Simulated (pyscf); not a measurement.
Optimised with ωB97X-D3(BJ)/def2-SVP in PySCF.

For the elementary gas-phase step C₃H₆ (SMILES C1CC1) + HBr (SMILES Br) → H₃C–CH₂–CH₂–Br (SMILES CCCBr) (singlet surface; C–C, Br–H broken, Br–C, C–H formed), what barrier and reaction energy does M06-2X/def2-TZVP give, measured from the separated reactants?

ΔE‡ = 45.1 kcal/mol, ΔE = -26.8 kcal/mol. ωB97M-D3(BJ)/def2-TZVP gives 43.7 kcal/mol and -27.6 kcal/mol. Zero-point energy shifts the barrier by +1.6 kcal/mol. It is a concerted two-bond exchange, with an imaginary mode of 633i cm⁻¹. cyclopropane lies 6.6 kcal/mol over its isomer H₂C=CH–CH₃, and others may lie lower still (electronic energy, ωB97M-D3(BJ)). One saddle was located; it need not be the lowest between these sides. Elements up to Kr have no core potential and no relativistic terms here.
